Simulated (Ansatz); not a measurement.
Basis-set extrapolation for C4H7N (`C#CC(C)N`) (PBE0-D4/def2-TZVP geometry, frozen core, Ansatz). Multiplicity 1, RHF reference.

```tsv
	def2-TZVPP	def2-QZVPP
HF	-210.008307	-210.017835
MP2 correlation	-0.863927	-0.920273
CCSD(T) correlation	-0.938645	not run
```

Energies in hartree. Use E(X) = E(∞) + A·exp(−7.88·√X) for Hartree–Fock and E(X) = E(∞) + B·X^(−2.97) for correlation, with X = 3 and 4, and add CCSD(T) minus MP2 of the smaller set to the MP2 limit.

What is the CCSD(T) energy at the basis-set limit?

HF limit: -210.017835 + (-0.009528) × 0.13774 = -210.01915. MP2 limit: -0.920273 + (-0.056346) × 0.74074 = -0.96201. Higher-order term: -0.938645 − (-0.863927) = -0.07472. Total: -211.05588 hartree, 68.4 kcal/mol below CCSD(T)/def2-TZVPP.
